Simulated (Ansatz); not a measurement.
We consider hcp Tc, described by PBE (PAW; Ansatz, a quantum-chemistry and plane-wave program).

Settings: plane-wave cutoff 520 eV, 30×30×16 k mesh (along the axes of the cell as run), Fermi–Dirac smearing 0.051 eV (set by the program), no spin polarisation, scalar-relativistic PAW data made under PBE.

Cell (relaxed at this level):

```cif
data_Tc2
_chemical_formula_sum 'Tc2'
_space_group_name_H-M_alt 'P63/mmc'
_space_group_IT_number 194
_space_group_name_Hall '-P 6c 2c'
_cell_length_a 2.75186
_cell_length_b 2.75186
_cell_length_c 4.40349
_cell_angle_alpha 90.000
_cell_angle_beta 90.000
_cell_angle_gamma 120.000
loop_
_atom_site_label
_atom_site_type_symbol
_atom_site_symmetry_multiplicity
_atom_site_Wyckoff_symbol
_atom_site_fract_x
_atom_site_fract_y
_atom_site_fract_z
_atom_site_occupancy
Tc1 Tc 2 c 0.33333 0.66667 0.25000 1
```

Q: What does this level give for the Poisson ratio, elastic constant C13, polycrystal shear modulus (Hill average), elastic constant C11, elastic constant C12, elastic constant C33, elastic constant C44 and elastic constant C66?

A: 
Poisson ratio: 0.295
elastic constant C13: 186 GPa
polycrystal shear modulus (Hill average): 143 GPa
elastic constant C11: 489 GPa
elastic constant C12: 219 GPa
elastic constant C33: 537 GPa
elastic constant C44: 137 GPa
elastic constant C66: 135 GPa

Elastic constants are with the ions relaxed.

Static lattice: no zero-point or thermal effects.

Computing time: about 50 core-minutes (a rough figure).
